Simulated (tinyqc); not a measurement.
Inside a calculation. Method: Hueckel theory of the pi electrons with the omega technique, for the molecule C=CC=C[CH2+] (SMILES; centres numbered as the heavy atoms are written). One step of it, computed by the program tinyqc.

Task: Orbitals, round 1. Diagonalise; E = alpha + x beta with beta < 0, so the largest x are filled first; degenerate levels share their electrons. P = sum n_i c_ri c_si; each orbital has its largest coefficient positive (the first on a tie).

Hueckel matrix in units of beta (H = alpha + beta A), lower triangle:
```
          1C        2C        3C        4C        5C
1C  0.000000
2C  1.000000  0.000000
3C  0.000000  1.000000  0.000000
4C  0.000000  0.000000  1.000000  0.000000
5C  0.000000  0.000000  0.000000  1.000000  0.000000
```

pi electrons, sum of z_r less the charge = 4

Give: x values; occupations; coefficients; charge and bond-order matrix P.

Result:

x values: 1.732  1.000  0.000  -1.000  -1.732

occupations: 2.000  2.000  0.000  0.000  0.000

coefficients:
```
      MO1     MO2     MO3     MO4     MO5
1C  0.289   0.500   0.577   0.500   0.289
2C  0.500   0.500   0.000  -0.500  -0.500
3C  0.577   0.000  -0.577   0.000   0.577
4C  0.500  -0.500   0.000   0.500  -0.500
5C  0.289  -0.500   0.577  -0.500   0.289
```

charge and bond-order matrix P, lower triangle:
```
        1C      2C     3C     4C     5C
1C   0.667
2C   0.789   1.000
3C   0.333   0.577  0.667
4C  -0.211   0.000  0.577  1.000
5C  -0.333  -0.211  0.333  0.789  0.667
```
